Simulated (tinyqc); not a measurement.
Inside a calculation (part 2 of 2). Method: UHF in the sto-3g basis, for BH, spin multiplicity 3. This run ends on a higher stationary point, not on the lowest solution. Computed by tinyqc, a small Python program that keeps every step (integrals from PySCF). Command: `OMP_NUM_THREADS=1 python tinyqc.py 28822 28823 out.jsonl` (the two numbers bound the seeds that draw the settings). One thread of a shared host (Intel(R) Xeon(R) Processor @ 2.60GHz), about 0.1 s of CPU time with the checks.

Geometry (angstrom):
```
atom         x         y         z
B     0.000000  0.000000  0.000000
H     0.000000  0.000000  1.077000
```

## Convergence

Stop when the energy changes by less than 1e-10 hartree and every element of the error matrix X^T (F D S - S D F) X (for each spin) is below 3e-06.

Course of the cycle:
```
iteration   E (hartree)     change  largest element of the error matrix
1          -24.12514288          -                             3.19e-01
2          -24.55981130  -4.35e-01                             7.49e-02
3          -24.57985314  -2.00e-02                             2.80e-02
4          -24.58650906  -6.66e-03                             1.92e-02
5          -24.58986073  -3.35e-03                             4.54e-03
6          -24.58998874  -1.28e-04                             4.88e-04
7          -24.58999011  -1.37e-06                             4.81e-06
8          -24.58999011  -3.24e-11                             7.47e-07
```

PySCF UHF in the same basis, after a stability check = -24.74695436 hartree

Converged in 8 iterations. But the solution lies 0.15696 hartree above the reference: it is another stationary point, not the lowest one. Reruns (cap 100 unless said): damping 0.5: converged in 59 to a higher stationary point; level shift 0.5: converged in 48 to a higher stationary point; atomic densities as start, DIIS 8: converged in 10.

## Populations, bond orders and dipole

D(alpha) after iteration 8, lower triangle:
```
            1B 1s     1B 2s    1B 2px    1B 2py    1B 2pz     2H 1s
1B 1s    1.052665
1B 2s   -0.176396  0.632830
1B 2px   0.000000  0.000000  1.000000
1B 2py   0.000000  0.000000  0.000000  1.000000
1B 2pz  -0.030473  0.100067  0.000000  0.000000  0.015830
2H 1s   -0.093934  0.250652  0.000000  0.000000  0.039697  0.099856
```

D(beta) after iteration 8, lower triangle:
```
            1B 1s     1B 2s    1B 2px    1B 2py    1B 2pz     2H 1s
1B 1s    1.007048
1B 2s   -0.012289  0.076766
1B 2px   0.000000  0.000000  0.000000
1B 2py   0.000000  0.000000  0.000000  0.000000
1B 2pz  -0.032042  0.062487  0.000000  0.000000  0.051347
2H 1s   -0.112420  0.196724  0.000000  0.000000  0.161907  0.510654
```

overlap S, lower triangle:
```
           1B 1s     1B 2s    1B 2px    1B 2py    1B 2pz     2H 1s
1B 1s   1.000000
1B 2s   0.269328  1.000000
1B 2px  0.000000  0.000000  1.000000
1B 2py  0.000000  0.000000  0.000000  1.000000
1B 2pz  0.000000  0.000000  0.000000  0.000000  1.000000
2H 1s   0.086108  0.535531  0.000000  0.000000  0.523333  1.000000
```

Mulliken: Z minus the diagonal of D S on the atom; Loewdin: the same with S^(1/2) D S^(1/2); Mayer order: 2 sum_s sum (D(s) S)_ij (D(s) S)_ji over the two atoms.

Charges (e):
```
atom   Mulliken    Loewdin  Mulliken spin
1B    -0.062170  -0.065408       2.444282
2H     0.062170   0.065408      -0.444282
```

Mayer bond orders:
```
pair     order
2-1   0.798748
```

dipole moment about the origin, x y z (debye): 0.000000  0.000000  -1.181969

<S^2> of the determinant (pure state: 2) = 2.232680
